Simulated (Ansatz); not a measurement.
# Mu-NH2-B2H5 (B2NH7): geometry, orbitals and charge

Aim: characterise mu-NH2-B2H5 (B2NH7) as a singlet: its structure, frontier levels and distribution of charge.

Method: RKS PBE0-D4/def2-TZVP; program: Ansatz 0.2.0, Gaussian basis.

Plan: relaxation at PBE-D4/def2-TZVP; a search for the lowest solution at PBE0-D4/def2-SVP; a single point at PBE0-D4/def2-TZVP.

1 further run of the same task is left out (it didn't finish).

## 1. Starting geometry

10 atoms, charge 0, spin multiplicity 1.

Atoms are counted from 1 here; the program's logs count them from 0.

Bond lengths: B1–N2 1.550 Å, B1–B3 1.937 Å, B1–H4 1.339 Å, B1–H5 1.179 Å, B1–H6 1.178 Å, N2–B3 1.551 Å, N2–H7 1.010 Å, N2–H8 1.010 Å, B3–H4 1.337 Å, B3–H9 1.178 Å, B3–H10 1.179 Å. Angles: N2–B1–B3 51.4°, N2–B1–H4 95.0°, N2–B1–H5 113.3°, N2–B1–H6 113.3°, B3–B1–H4 43.6°, B3–B1–H5 120.4°, B3–B1–H6 120.3°, H4–B1–H5 107.1°, H4–B1–H6 107.1°, H5–B1–H6 118.0°, B1–N2–B3 77.3°, B1–N2–H7 116.8°, B1–N2–H8 116.7°, B3–N2–H7 116.8°, B3–N2–H8 116.7°, H7–N2–H8 109.6°, B1–B3–N2 51.3°, B1–B3–H4 43.7° and more.

The start is a GFN2-xTB geometry.

## 2. Optimising with PBE-D4/def2-TZVP

in.yaml reads:

```yaml
crystal:
  periodic: [false, false, false]
  atoms:
    - {symbol: B, position_ang: [0.610040, 0.718790, -0.405110]}
    - {symbol: N, position_ang: [-0.689730, 0.383640, 0.370470]}
    - {symbol: B, position_ang: [-0.073060, -1.016690, 0.116980]}
    - {symbol: H, position_ang: [0.997740, -0.555620, -0.537630]}
    - {symbol: H, position_ang: [0.411470, 1.135930, -1.489330]}
    - {symbol: H, position_ang: [1.420560, 1.261220, 0.256260]}
    - {symbol: H, position_ang: [-0.739630, 0.691800, 1.330740]}
    - {symbol: H, position_ang: [-1.562120, 0.586200, -0.095940]}
    - {symbol: H, position_ang: [0.317500, -1.537810, 1.099080]}
    - {symbol: H, position_ang: [-0.692760, -1.667450, -0.645510]}
basis:
  gaussian: {orbitals: def2-TZVP}
hamiltonian: {xc: pbe, dispersion: d4}
scf: {lower_state_search: "off"}
output: {orbitals: {seedname: orbitals}}
relax: {f_tol: 0.02, max_steps: 100}
```

Started as:

```console
> ansatz run in.yaml --threads 4 --pin off --events-out ev --progress --plain --max-ram 3916MiB
```

Further steps of the session: Searching for the lowest solution, PBE0-D4/def2-SVP; Single point, PBE0-D4/def2-TZVP.

**Question.** What will the summary of the whole plan be? Wanted: point group; commonest bond, hydrogen aside; HOMO, LUMO at PBE0-D4/def2-TZVP; dipole at PBE-D4/def2-TZVP.

As calculated:

| quantity | value |
| --- | --- |
| point group | C2v |
| commonest bond, hydrogen aside | B–N, 2 of mean length 1.560 Å |
| HOMO, LUMO at PBE0-D4/def2-TZVP | -8.83, 0.40 eV |
| dipole at PBE-D4/def2-TZVP | 2.76 D |

What this shows: The molecule keeps its bonding pattern by the stored test; the atoms moved 0.05 Å (rms). No usable vibrations, so a minimum isn't proven. The HOMO lies nearest to 4 H atoms about 20 % each; B1, B3 about 10 % each and the LUMO to H7, H8 about 33 % each; N2 8 %.
